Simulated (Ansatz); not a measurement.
Born–Oppenheimer molecular dynamics of ClFH4Si (7 atoms, charge 0, multiplicity 1). It starts at the highest image of a converged band. Of that band: Neighbouring images differ by up to 1.8 eV, so the band resolves the path poorly. A vibrational analysis at the climbing image gives one clearly imaginary mode, 903i cm⁻¹: a first-order saddle point.

These are results of RKS PBE-D4/6-31G* (Ansatz), not measurements.

| Property | Result |
| --- | --- |
| ensemble | NVE (velocity Verlet) |
| time step | 0.5 fs |
| steps asked | 200 |
| starting velocities drawn for | 100 K |
| seed | 12006 |

Frames 1 fs apart, positions in Å.

Velocities at 70.0 fs (Å/ps):

```
Si -5.31 -10.74 -6.69
H -18.92 -11.46 -28.75
Cl -1.67 0.66 1.64
H -1.23 -14.14 1.63
H 10.94 15.87 -29.60
F 10.09 14.98 10.64
H 25.76 3.53 -14.90
```

```xyz
7
Properties=species:S:1:pos:R:3 time_fs=70.0 energy_less_start_eV=-0.844 T=1406
Si -0.074 -0.351 -0.409
H -0.352 -1.528 0.421
Cl 1.901 -0.075 -0.961
H -0.595 0.932 0.142
H -0.763 -0.569 -1.743
F 1.596 2.079 1.546
H 2.184 2.003 2.274
7
Properties=species:S:1:pos:R:3 time_fs=71.0 energy_less_start_eV=-0.825 T=1377
Si -0.079 -0.361 -0.416
H -0.370 -1.541 0.395
Cl 1.899 -0.074 -0.959
H -0.596 0.917 0.145
H -0.752 -0.553 -1.771
F 1.606 2.094 1.556
H 2.211 2.007 2.260
7
Properties=species:S:1:pos:R:3 time_fs=72.0 energy_less_start_eV=-0.814 T=1360
Si -0.085 -0.372 -0.424
H -0.387 -1.559 0.374
Cl 1.897 -0.074 -0.957
H -0.598 0.902 0.150
H -0.741 -0.538 -1.794
F 1.615 2.109 1.567
H 2.241 2.009 2.249
7
Properties=species:S:1:pos:R:3 time_fs=73.0 energy_less_start_eV=-0.814 T=1359
Si -0.090 -0.382 -0.432
H -0.402 -1.581 0.358
Cl 1.896 -0.073 -0.955
H -0.600 0.887 0.158
H -0.730 -0.524 -1.813
F 1.625 2.124 1.577
H 2.275 2.010 2.242
7
Properties=species:S:1:pos:R:3 time_fs=74.0 energy_less_start_eV=-0.816 T=1363
Si -0.096 -0.392 -0.440
H -0.415 -1.607 0.346
Cl 1.895 -0.073 -0.953
H -0.602 0.871 0.168
H -0.719 -0.510 -1.826
F 1.635 2.139 1.587
H 2.311 2.011 2.236
7
Properties=species:S:1:pos:R:3 time_fs=75.0 energy_less_start_eV=-0.815 T=1361
Si -0.102 -0.401 -0.449
H -0.426 -1.634 0.336
Cl 1.893 -0.072 -0.952
H -0.604 0.854 0.181
H -0.709 -0.498 -1.834
F 1.644 2.155 1.597
H 2.345 2.011 2.229
7
Properties=species:S:1:pos:R:3 time_fs=76.0 energy_less_start_eV=-0.812 T=1356
Si -0.108 -0.410 -0.458
H -0.435 -1.661 0.328
Cl 1.892 -0.072 -0.949
H -0.608 0.836 0.196
H -0.700 -0.487 -1.839
F 1.654 2.170 1.608
H 2.376 2.012 2.217
7
Properties=species:S:1:pos:R:3 time_fs=77.0 energy_less_start_eV=-0.810 T=1354
Si -0.114 -0.420 -0.468
H -0.440 -1.686 0.319
Cl 1.891 -0.072 -0.947
H -0.611 0.816 0.212
H -0.694 -0.478 -1.841
F 1.664 2.184 1.619
H 2.401 2.013 2.200
7
Properties=species:S:1:pos:R:3 time_fs=78.0 energy_less_start_eV=-0.810 T=1353
Si -0.120 -0.429 -0.477
H -0.442 -1.707 0.307
Cl 1.889 -0.071 -0.945
H -0.615 0.795 0.230
H -0.691 -0.470 -1.843
F 1.674 2.199 1.629
H 2.421 2.015 2.179
7
Properties=species:S:1:pos:R:3 time_fs=79.0 energy_less_start_eV=-0.809 T=1352
Si -0.126 -0.438 -0.487
H -0.440 -1.724 0.294
Cl 1.888 -0.071 -0.943
H -0.620 0.773 0.249
H -0.692 -0.465 -1.846
F 1.684 2.214 1.640
H 2.441 2.017 2.157
7
Properties=species:S:1:pos:R:3 time_fs=80.0 energy_less_start_eV=-0.812 T=1357
Si -0.131 -0.447 -0.497
H -0.435 -1.736 0.277
Cl 1.887 -0.071 -0.940
H -0.624 0.748 0.268
H -0.698 -0.461 -1.851
F 1.694 2.229 1.651
H 2.462 2.018 2.135
7
Properties=species:S:1:pos:R:3 time_fs=81.0 energy_less_start_eV=-0.824 T=1375
Si -0.137 -0.456 -0.506
H -0.427 -1.743 0.257
Cl 1.886 -0.071 -0.938
H -0.629 0.722 0.287
H -0.708 -0.459 -1.860
F 1.704 2.244 1.662
H 2.487 2.018 2.115
```

Of the whole run (100 fs, mean temperature of the second half 1417 K): The conserved energy stayed within 0.029 meV per atom of its start (net change -0.0091 meV per atom), so the integration is sound. The kinetic energy rose, since the run started high on the potential surface and went downhill. It ends in pieces (ClH3Si + FH), so much of that is their flight and rotation, not heat. A run of 0.1 ps of so small a system gives no equilibrium averages. The orbitals stay closed-shell, which can raise the energy where a bond breaks towards radicals; this wasn't checked here.

Time of the run: 5.3 min on 1 thread of Arm Neoverse V1, with other jobs on the host, peak memory 0.11 GiB.
